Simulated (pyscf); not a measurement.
Optimised with ωB97X-D3(BJ)/def2-SVP in PySCF.

**Question.** What is the homolytic dissociation enthalpy (298 K, ωB97M-D3(BJ)/def2-TZVP) of the C–Ge bond of H₃C–C(CH₃)(CH₃)–GeH₃ (SMILES C[C](C)(C)[GeH3]), to H₃C–C•(CH₃)–CH₃ + GeH₃•?

**Answer.** C–Ge to H₃C–C•(CH₃)–CH₃ + GeH₃•: 68.3 kcal/mol. The 7 functionals that were run give +61.3 (r²SCAN) to +73.0 kcal/mol (ωB97X-D3(BJ)). Other isomers of H₃C–C•(CH₃)–CH₃ were not searched in full and may lie lower. Elements up to Kr have no core potential and no relativistic terms here.
